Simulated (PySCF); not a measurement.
**How methods differ on the ionisation energy of N**

N [He] 2s2 2p3 (4S) → N⁺ [He] 2s2 2p2 (3P), as a difference of total energies. All numbers are calculated (PySCF 2.14, the spin-free X2C one-electron Hamiltonian (Gaussian nucleus), in x2c-QZVPPall with one added diffuse shell each of s, p, d, f type (8s5p4d3f1g, 73 functions)). Correlated levels: valence: 1s2 frozen. The calculations carry no spin-orbit coupling.

```tsv
method	ionisation energy (eV)	plus first-order spin-orbit estimate	error of that sum (eV)
UHF	13.888	13.876	-0.658
MP2 (valence)	14.608	14.596	+0.062
SCS-MP2 (valence)	14.343	14.331	-0.203
CCSD (valence)	14.462	14.450	-0.084
CCSD(T) (valence)	14.490	14.478	-0.056
```

Reference: 14.534 eV (measured; NIST Atomic Spectra Database, ionization energies).

A first-order spin-orbit estimate (lowest level to lowest level, LS coupling) adds -0.012 eV.

Errors of the correlated levels include the incompleteness of this basis and the frozen core.
